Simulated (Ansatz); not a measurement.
## Relaxing TlH3

These are results of DFT PBE, scalar-relativistic, plane waves, PAW (Ansatz 0.2.0), not measurements. Cutoff 420 eV, Γ-centred k mesh, Gaussian smearing, no spin polarisation in the final step.

TlH3 was placed on the Cu3Au (L1_2) structure type (Pm-3m, No. 221), with Tl in place of Au, H in place of Cu, at a guessed volume.

```yaml
crystal:
  lattice:
    - [3.58892, 0.00000, 0.00000]
    - [0.00000, 3.58892, 0.00000]
    - [0.00000, 0.00000, 3.58892]
  atoms:
    - { symbol: Tl, position: [0.00000, 0.00000, 0.00000] }
    - { symbol: H, position: [0.00000, 0.50000, 0.50000] }
    - { symbol: H, position: [0.50000, 0.00000, 0.50000] }
    - { symbol: H, position: [0.50000, 0.50000, 0.00000] }
```

Cell and atoms relax at zero pressure; the relaxation can't lower the symmetry of the start. After a coarse first stage the cell is made exact in the group found at 0.06 Å.

Energies over the elements count from the elements' standard structures at the same level (H₂ as a molecule), with no empirical corrections.

Q: Which crystal results?

A: It keeps Pm-3m (No. 221). The result has the Cu3Au (L1_2) structure. Conventional cell: a = 3.464 Å. Tl is coordinated by 12 H at 2.45 Å; around H lie 4 Tl at 2.45 Å and 8 H at 2.45 Å.

```xyz
4
Lattice="3.4641 0.0000 0.0000 0.0000 3.4641 0.0000 0.0000 0.0000 3.4641" Properties=species:S:1:pos:R:3 pbc="T T T"
Tl    0.0000    0.0000    0.0000
H     0.0000    1.7320    1.7320
H     1.7320    0.0000    1.7320
H     1.7320    1.7320    0.0000
```

Q: What are its volume, energy, density and gap?

A: The volume per atom is 10.39 Å³, the density is 8.29 g/cm³ and the energy over the elements is 1.07 eV/atom. The gap on the 14×14×14 mesh is 0 eV (a metal).

The final run used a 14×14×14 mesh on its 4-atom cell and 0.10 eV smearing. The k mesh leaves about 4 meV/atom of noise in metals. Spin–orbit coupling is left out. Symmetry constrained the relaxation, so the result can be a saddle point. The steps took about 29 core-seconds in all.

Cost: 3 runs of about 0.48 core-minutes in all, on Intel Xeon Platinum 8259CL (Skylake/Cascade Lake) (shared hosts).